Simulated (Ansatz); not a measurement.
# BSiH₂ (doublet): from Hartree-Fock to the top rungs at distance Si1–B2 = 2.442 Å, 6-31G

How much of the correlation energy of BSiH₂ (doublet) does each wave-function method recover here?

Method: 6-31G, core rule «outside noble gas», up to 6 orbitals frozen; program: Ansatz 0.2.0, Gaussian basis.

The runs, in order: UHF; CCSD(T) on ROHF; CCSD(T) on UHF; BCCD(T) on ROHF; CISD; CCSDT(Q) on ROHF; CCSDT(Q) on UHF; CCSDTQ on ROHF; CCSDTQ on UHF; CASSCF and MRCISD+Q, 3 electrons in 3 orbitals; CASSCF and NEVPT2, 3 electrons in 3 orbitals; CASSCF and MRCISD+Q, 9 electrons in 10 orbitals; CASSCF and NEVPT2, 9 electrons in 10 orbitals; Full CI.

### 1 What is computed

The geometry derives from a PBE0/def2-TZVP stationary point (not a proven minimum). One bond is set to the value named and the two fragments are kept rigid.

4 atoms, charge 0, spin multiplicity 2.

Atoms are counted from 1 here; the program's logs count them from 0.

Bond lengths: Si1–H3 1.501 Å, Si1–H4 1.501 Å. Angles: H3–Si1–H4 107.0°.

### 2 UHF

File in.yaml:

```yaml
crystal:
  periodic: [false, false, false]
  atoms:
    - {symbol: Si, position_ang: [-0.096454, 0.000001, 0.622768]}
    - {symbol: B, position_ang: [0.120360, -0.000002, -1.809588]}
    - {symbol: H, position_ang: [0.698321, -1.206838, 1.028186]}
    - {symbol: H, position_ang: [0.698322, 1.206839, 1.028184]}
basis:
  gaussian: {orbitals: 6-31G}
magnetization: {spin_polarized: true, initial_magnetization: 1}
hamiltonian: {xc: hf}
output: {orbitals: {seedname: orbitals}}
```

Launch:

```bash
> ansatz run in.yaml --threads 1 --pin off --events-out ev --progress --plain --max-ram 2816MiB --backend cpu
```

Further steps of the session: CCSD(T) on ROHF; CCSD(T) on UHF; BCCD(T) on ROHF; CISD; CCSDT(Q) on ROHF; CCSDT(Q) on UHF; CCSDTQ on ROHF; CCSDTQ on UHF; CASSCF and MRCISD+Q, 3 electrons in 3 orbitals; CASSCF and NEVPT2, 3 electrons in 3 orbitals; CASSCF and MRCISD+Q, 9 electrons in 10 orbitals; CASSCF and NEVPT2, 9 electrons in 10 orbitals; Full CI.

Before running them: what should the planned runs give, taken together? Wanted: FCI below the RHF energy; RMP2 from FCI; UMP2 from FCI; RCCSD from FCI; RCCSD(T) from FCI; UCCSD(T) from FCI; RCCSDT(Q) from FCI; UCCSDT(Q) from FCI; NEVPT2 pair from FCI.

The runs gave:

| quantity | value |
| --- | --- |
| FCI below the RHF energy | -3.6185 eV |
| RMP2 from FCI | +1295.6 meV |
| UMP2 from FCI | +1283.7 meV |
| RCCSD from FCI | +171.7 meV |
| RCCSD(T) from FCI | +57.0 meV |
| UCCSD(T) from FCI | +57.9 meV |
| RCCSDT(Q) from FCI | +2.6 meV |
| UCCSDT(Q) from FCI | +0.2 meV |
| NEVPT2 pair from FCI | +1065.0 meV |
| MRCISD+Q pair from FCI | +65.6 meV |
| NEVPT2 valence from FCI | +251.9 meV |
| levels within 1 kcal/mol (43 meV) | RCCSDT, UCCSDT, RCCSDT(Q), UCCSDT(Q), RCCSDTQ, UCCSDTQ, MRCISD valence, MRCISD+Q valence |
| T1 diagnostic | 0.061 |
| effectively unpaired electrons | 1.22 |

What this shows: RCCSD(T) misses by +57.0 meV, 1.6 % of the correlation energy. The occupations show some static correlation. Of the multireference levels listed MRCISD+Q valence comes nearest in total energy (+11.4 meV), which doesn't show that its space is the better one. Coupled cluster took another determinant than the lowest Hartree-Fock one. These misses are within one basis, not against nature; the frozen cores of restricted and unrestricted runs differ, which can shift their rows.
